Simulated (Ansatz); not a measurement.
# CH₇Si₂ radical: a ladder of functionals and wavefunction methods

The task here is to estimate one member of a computed series from the others.

Method: functionals in def2-TZVPP, the program's frozen cores in correlated methods; program: Ansatz 0.2.0, Gaussian basis.

The runs, in order: LDA (SPW92), PBE-D4, revPBE-D4, BLYP-D4, r2SCAN-D4, B97M-V, PBE0-D4, B3LYP-D4, r2SCANh-D4, r2SCAN0-D4, HSE06-D4, BHLYP-D4, CAM-B3LYP-D4, LC-ωPBE, ωB97X-V, ωB97M-V, B2PLYP, PBE-QIDH; CCSD(T)/def2-SVP; CCSD(T)/def2-TZVPP; MP2/def2-QZVPP; extrapolation to the limit; RPA on PBE.

### Structure used throughout

An earlier PBE0-D4 in a triple-zeta def2 set relaxation fixed the geometry.

SMILES `[SiH2]C[SiH3]`, 10 atoms, charge 0, spin multiplicity 2.

Atoms are counted from 1 here; the program's logs count them from 0.

Bond lengths: Si1–C2 1.875 Å, Si1–H4 1.489 Å, Si1–H5 1.491 Å, C2–Si3 1.874 Å, C2–H6 1.097 Å, C2–H7 1.095 Å, Si3–H8 1.487 Å, Si3–H9 1.487 Å, Si3–H10 1.488 Å. Angles: C2–Si1–H4 111.2°, C2–Si1–H5 112.4°, H4–Si1–H5 109.9°, Si1–C2–Si3 113.9°, Si1–C2–H6 108.8°, Si1–C2–H7 108.9°, Si3–C2–H6 109.0°, Si3–C2–H7 108.9°, H6–C2–H7 107.2°, C2–Si3–H8 110.1°, C2–Si3–H9 110.1°, C2–Si3–H10 110.9°, H8–Si3–H9 108.5°, H8–Si3–H10 108.5°, H9–Si3–H10 108.6°.

Coordinates:

```xyz
10

Si   -1.4380    0.8228   -0.5772
C     0.3783    0.3744   -0.4520
Si    0.7878   -0.7309    1.0043
H    -2.2778   -0.3892   -0.7876
H    -1.7048    1.8171   -1.6551
H     0.6825   -0.1288   -1.3780
H     0.9666    1.2943   -0.3753
H    -0.0394   -1.9662    0.9573
H     0.5049   -0.0211    2.2797
H     2.2228   -1.1236    0.9870
```

Set-up of the first run:

Input file in.yaml:

```yaml
crystal:
  periodic: [false, false, false]
  atoms:
    - {symbol: Si, position_ang: [-1.437985, 0.822805, -0.577196]}
    - {symbol: C, position_ang: [0.378322, 0.374446, -0.452031]}
    - {symbol: Si, position_ang: [0.787780, -0.730857, 1.004259]}
    - {symbol: H, position_ang: [-2.277812, -0.389181, -0.787625]}
    - {symbol: H, position_ang: [-1.704817, 1.817119, -1.655129]}
    - {symbol: H, position_ang: [0.682533, -0.128774, -1.378029]}
    - {symbol: H, position_ang: [0.966641, 1.294316, -0.375327]}
    - {symbol: H, position_ang: [-0.039378, -1.966172, 0.957259]}
    - {symbol: H, position_ang: [0.504922, -0.021114, 2.279715]}
    - {symbol: H, position_ang: [2.222793, -1.123585, 0.987005]}
basis:
  gaussian: {orbitals: def2-TZVPP}
magnetization: {spin_polarized: true, initial_magnetization: 1}
hamiltonian: {xc: lda}
output: {orbitals: {seedname: orbitals}}
```

Among the steps run: LDA; PBE-D4 (GGA); revPBE-D4 (GGA); BLYP-D4 (GGA); r2SCAN-D4 (meta-GGA); B97M-V (meta-GGA); PBE0-D4 (hybrid); B3LYP-D4 (hybrid); r2SCANh-D4 (hybrid); r2SCAN0-D4 (hybrid); HSE06-D4 (hybrid); BHLYP-D4 (hybrid); CAM-B3LYP-D4 (range-separated); LC-ωPBE-D4 (range-separated; the results give it without D4); ωB97X-V (range-separated); ωB97M-V (range-separated); B2PLYP (double hybrid); PBE-QIDH (double hybrid).

One of the session's tables, all rows but one given; the rest of the session is left out.

It belongs to the step «Frontier levels by functional». 

| functional | HOMO (eV) | LUMO (eV) | gap (eV) |
| --- | --- | --- | --- |
| LDA (SPW92) | -4.89 | -3.62 | 1.27 |
| PBE-D4 | -4.95 | -3.16 | 1.78 |
| revPBE-D4 | -4.94 | -3.01 | 1.93 |
| BLYP-D4 | -4.72 | -3.20 | 1.52 |
| r2SCAN-D4 | -5.29 | -2.68 | 2.61 |
| B97M-V | -5.02 | -3.48 | 1.54 |
| PBE0-D4 | -6.03 | -2.22 | 3.81 |
| B3LYP-D4 | -5.74 | -2.63 | 3.11 |
| r2SCANh-D4 | -5.68 | -2.38 | 3.30 |
| r2SCAN0-D4 | -6.28 | -1.95 | 4.33 |
| HSE06-D4 | -5.63 | -2.61 | 3.03 |
| BHLYP-D4 | -6.91 | -1.44 | 5.48 |
| CAM-B3LYP-D4 | -7.22 | -1.36 | 5.86 |
| LC-ωPBE | -8.67 | 0.10 | 8.77 |
| ωB97X-V | ? | ? | ? |
| ωB97M-V | -7.78 | -0.65 | 7.13 |

Estimate the missing values for ωB97X-V.

As computed: HOMO (eV): -8.14; LUMO (eV): -0.50; gap (eV): 7.65. In the column «HOMO (eV)» it lies between LC-ωPBE (-8.67) and ωB97M-V (-7.78).
